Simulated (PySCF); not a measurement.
**Ways to converge the SCF of BH**

The same problem is solved with other solver options, one edit a run.

Computed with PySCF 2.14.0. Level: each script names its method and basis.

## 1. Where the work starts

BH: 2 atoms, charge 0, spin multiplicity 1.

Bond lengths: B1–H2 1.305 Å.

## 2. The run that the others are compared with

Input file input.py:

```python
from pyscf import gto, scf, mcscf

mol = gto.M(
    atom='B 0 0 0; H 0 0 1.305',
    basis='crenbl',
    ecp={'B': 'crenbl'},
    charge=0,
    spin=0,
    verbose=4,
)
mf = scf.RHF(mol)
mf.kernel()
mc = mcscf.CASSCF(mf, 2, 2)
mc.kernel()
mc.analyze()
mf.dip_moment()
print('orbital energies (hartree):', mf.mo_energy[..., max(0, mol.nelec[1]-3):mol.nelec[0]+3].round(4))
```

Launch:

```console
> OMP_NUM_THREADS=1 python input.py
```

Its log is not repeated here.

In short: E(SCF) = -3.123209 Eh, 7 cycles, E(CAS) − E(SCF) = -0.01812 Eh, μ = 1.62 D (of the SCF density).

The bond length is a typed value, not an optimised one.

## 3. Convergence threshold 1e-05 hartree

Variant 1 changes convergence threshold: default → 1e-05 hartree.

Input file input.py:

```python
from pyscf import gto, scf, mcscf

mol = gto.M(
    atom='B 0 0 0; H 0 0 1.305',
    basis='crenbl',
    ecp={'B': 'crenbl'},
    charge=0,
    spin=0,
    verbose=4,
)
mf = scf.RHF(mol)
mf.conv_tol = 1e-05
mf.kernel()
mc = mcscf.CASSCF(mf, 2, 2)
mc.kernel()
mc.analyze()
mf.dip_moment()
print('orbital energies (hartree):', mf.mo_energy[..., max(0, mol.nelec[1]-3):mol.nelec[0]+3].round(4))
```

Launch:

```console
> OMP_NUM_THREADS=1 python input.py
```

## 4. Convergence threshold 0.001 hartree

Variant 2 changes convergence threshold: default → 0.001 hartree.

input.py, as its differences from that of step 2:

```diff
@@ -11,2 +11,3 @@
 mf = scf.RHF(mol)
+mf.conv_tol = 0.001
 mf.kernel()
```

## 5. Initial guess sap

Variant 3 changes initial guess: minao → sap.

input.py, as its differences from that of step 2:

```diff
@@ -11,2 +11,3 @@
 mf = scf.RHF(mol)
+mf.init_guess = 'sap'
 mf.kernel()
```

## 6. Damping 0.8

Variant 4 changes damping: none → 0.8.

input.py, as its differences from that of step 2:

```diff
@@ -11,2 +11,4 @@
 mf = scf.RHF(mol)
+mf.damp = 0.8
+mf.diis_start_cycle = 8
 mf.kernel()
```

**Question.** What will these runs give? Wanted: for each run, E(SCF); from base; gap; SCF dipole; after the SCF.

As calculated:

```csv
run,E(SCF) (hartree),from base (eV),cycles,gap (eV),SCF dipole (D),after the SCF
base,-3.123209,0,7,10.69,1.62,CASSCF correlation -0.493 eV
convergence threshold 1e-05 hartree,-3.123209,0.0000,5,10.69,1.62,CASSCF correlation -0.493 eV
convergence threshold 0.001 hartree,-3.123182,not comparable,3,10.69,1.56,CASSCF correlation -0.494 eV
initial guess sap,-3.123209,0.0000,8,10.69,1.62,CASSCF correlation -0.493 eV
damping 0.8,-3.123209,0.0000,13,10.69,1.62,CASSCF correlation -0.493 eV
```

Distance from each run's final energy (log10 hartree) by cycle:

```csv
run,cycle 1,cycle 2,cycle 3,cycle 5,cycle 8,cycle 12
base,-1.8,-3.0,-3.8,-7.7,done,done
convergence threshold 1e-05 hartree,-1.8,-3.0,-3.8,-7.7,done,done
convergence threshold 0.001 hartree,-1.8,-3.1,-3.9,done,done,done
initial guess sap,-1.2,-3.1,-4.0,-6.8,< -11,done
damping 0.8,-1.8,-2.0,-2.2,-2.5,-3.8,-10.5
```

In words: With convergence threshold 1e-05 hartree or initial guess sap or damping 0.8 the SCF ends at the base energy. The base needs 7 cycles and the run with damping 0.8 needs 13. Rows marked «poor choice» come from settings spoiled on purpose.
